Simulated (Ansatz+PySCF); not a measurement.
Values are calculated unless marked as measured or tabulated.
Input for PySCF 2.14.0:

```python
from pyscf import gto, scf

mol = gto.M(atom="""
S 0.000000 0.000000 -0.540680
O 0.000000 0.000000 1.081360
""", basis='def2-svp', charge=0, spin=2)
mf = scf.UHF(mol)
mf.init_guess = '1e'
mf.kernel()
while True:  # follow internal instabilities
    mo, _, stable, _ = mf.stability(return_status=True)
    if stable: break
    mf.kernel(mf.make_rdm1(mo, mf.mo_occ))
print(mf.converged, mf.e_tot, mf.spin_square()[0])
```

The script is written out from the run's settings.

Output:

```yaml
Converged: yes
Total_energy: -472.13498 hartree
Spin_squared_of_the_determinant: 2.033
```

Caution: the determinant may break the point group.
